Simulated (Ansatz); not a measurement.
Consider the isomerisation: `C/C(F)=C/N` → `C=C(N)CF`.

Program: Ansatz. Geometries: PBE0-D4/def2-TZVP. ΔE: electronic, gas phase. CCSD(T)/CBS adds triple-zeta CCSD(T) − MP2 to the extrapolated MP2 energy (def2 sets, frozen cores). DFT in def2-TZVPP. B3LYP here is the variant with VWN-RPA as its local correlation; programs differ in this. Each species was taken in one conformer, which may not be the lowest.

`C/C(F)=C/N`:

Cartesian coordinates in Å:
```
C -1.490 0.674 0.552
C -0.112 0.164 0.407
F 0.650 0.341 1.521
C 0.445 -0.442 -0.636
N 1.722 -0.990 -0.655
H -2.047 0.518 -0.373
H -1.492 1.744 0.782
H -2.020 0.162 1.363
H -0.156 -0.592 -1.524
H 2.194 -0.903 -1.541
H 2.306 -0.674 0.104
```

`C=C(N)CF`:

```xyz
11

C    -0.620    0.460    1.281
C    -0.019   -0.085    0.220
N     0.497   -1.365    0.156
C     0.266    0.730   -0.998
F    -0.100    0.032   -2.145
H    -0.769   -0.092    2.202
H    -0.949    1.489    1.254
H     0.488   -1.768   -0.768
H     0.154   -2.003    0.856
H     1.339    0.933   -1.082
H    -0.288    1.669   -0.977
```

```
             level  ΔE (kJ/mol)  difference from CCSD(T)/CBS
           PBE0-D4          9.8                          4.3
               PBE         12.7                          7.2
             B3LYP          8.8                          3.3
     HF/def2-TZVPP          1.1                         -4.4
    MP2/def2-TZVPP          3.7                         -1.8
SCS-MP2/def2-TZVPP          3.2                         -2.3
   CCSD/def2-TZVPP          4.1                         -1.4
     HF/def2-QZVPP          1.7                         -3.8
    MP2/def2-QZVPP          4.5                         -1.0
     MP2/CBS(def2)          4.8                         -0.7
       CCSD(T)/CBS          5.5                            0
```

Largest T1 diagnostic among the species: 0.012.
